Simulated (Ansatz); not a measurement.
System: grey tin (α-Sn). Method: PBE+SOC (Ansatz, a program for electronic structure, PAW).

Run with plane-wave cutoff 520 eV, 20×20×20 k mesh, Fermi–Dirac smearing 0.05 eV, perturbation theory, PAW data made under PBE.

Computed at the level's own relaxed cell.

Harmonic phonon frequencies (cm⁻¹; i marks an imaginary mode):

```tsv
q point	frequencies
Γ	0 0 0 176 176 176
X	37 37 140 140 165 165
L	33 33 125 144 172 172
```

Measured, for comparison: zone-centre TO phonon frequency 200 cm⁻¹ (low temperature, zero-point motion not removed; as tabulated in Tanner et al. (2021), arXiv:2110.11888). Computed (rounded) less measured: zone-centre TO phonon frequency -12 %.

No imaginary mode appears at these points.

Note: the solid has no gap at this level, which affects its response.
